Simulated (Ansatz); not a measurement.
Rock-salt NaCl was calculated with G0W0@PBEsol (plane waves, hard PAW, contour deformation; Ansatz, a first-principles code).

The same calculation (at the measured cell, 22.375 Å³/atom) with different numerical settings; throughout: k mesh 2×2×2:

```tsv
run	response cutoff (eV)	empty bands	quasiparticle gap on the mesh (eV)	quasiparticle gap at Γ (eV)	rough time
1	100	187	7.428	7.428	5 core-s
2	150	343	7.529	7.529	10 core-s
3	200	528	7.594	7.594	20 core-s
4	250	738	7.634	7.634	30 core-s
5	300	970	…	…	40 core-s
```

Complete the blanks.


- 5, quasiparticle gap on the mesh (eV): 7.658
- 5, quasiparticle gap at Γ (eV): 7.658

In the column quasiparticle gap on the mesh (eV) the first row differs from the last by -0.230 and the next to last by -0.024.

The last row is no converged limit: other settings stay fixed.
